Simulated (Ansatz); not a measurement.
**SiH3+ (singlet): from Hartree-Fock to the top rungs at a displaced geometry (v1), cc-pVDZ**

One table from this session's results is given with a row withheld; the runs are named, their logs left out.

Computed with Ansatz 0.2.0, Gaussian basis. Level: cc-pVDZ, core rule «outside noble gas», up to 5 orbitals frozen.

To be run: UHF; CCSD(T) on RHF; BCCD(T) on RHF; CISD; CCSDT(Q) on RHF; CCSDTQ on RHF; Full CI.

19 further runs of the same task are left out: 5 for a known fault of the program, 8 that didn't finish, 6 set aside as unsound or not needed.

## The system

The geometry is a PBE0/def2-TZVP stationary point (not a proven minimum) with its atoms shifted at random (size 0.040 Å).

4 atoms, charge 1, spin multiplicity 1.

Atoms are counted from 1 here; the program's logs count them from 0.

Bond lengths: Si1–H2 1.471 Å, Si1–H3 1.488 Å, Si1–H4 1.517 Å. Angles: H2–Si1–H3 118.2°, H2–Si1–H4 120.8°, H3–Si1–H4 120.9°.

Coordinates:

```xyz
4
H3Si
Si    0.00030   -0.00024    0.00288
H     1.47141   -0.00215   -0.00837
H    -0.70086    1.31055   -0.05379
H    -0.77899   -1.30174   -0.01808
```

Set-up of the first run:

File in.yaml:

```yaml
crystal:
  periodic: [false, false, false]
  atoms:
    - {symbol: Si, position_ang: [0.000303, -0.000239, 0.002880]}
    - {symbol: H, position_ang: [1.471413, -0.002155, -0.008369]}
    - {symbol: H, position_ang: [-0.700859, 1.310551, -0.053792]}
    - {symbol: H, position_ang: [-0.778993, -1.301736, -0.018083]}
basis:
  gaussian: {orbitals: cc-pVDZ}
total_charge: 1
magnetization: {spin_polarized: true, initial_magnetization: 0}
hamiltonian: {xc: hf}
output: {orbitals: {seedname: orbitals}}
```

Started as:

```
> ansatz run in.yaml --threads 1 --pin off --events-out ev --progress --plain --max-ram 2393MiB
```

Among the steps run: UHF; CCSD(T) on RHF; BCCD(T) on RHF; CISD; CCSDT(Q) on RHF; CCSDTQ on RHF; Full CI.

One of the session's tables, all rows but one given; the rest of the session is left out.

| method | from FCI (meV) |
| --- | --- |
| RHF | +3022.9 |
| RMP2 | +739.5 |
| CISD | +156.3 |
| RCCSD | +57.8 |
| RCCSD(T) | +14.6 |
| BCCD(T) | +14.3 |
| RCCSDT | ? |
| RCCSDT(Q) | +0.3 |
| RCCSDTQ | 0.0 |
| FCI | 0 |

Q: Estimate the row for RCCSDT from the others.

As computed: from FCI (meV): +1.4. In the column «from FCI (meV)» it lies between RCCSDT(Q) (+0.3) and BCCD(T) (+14.3).
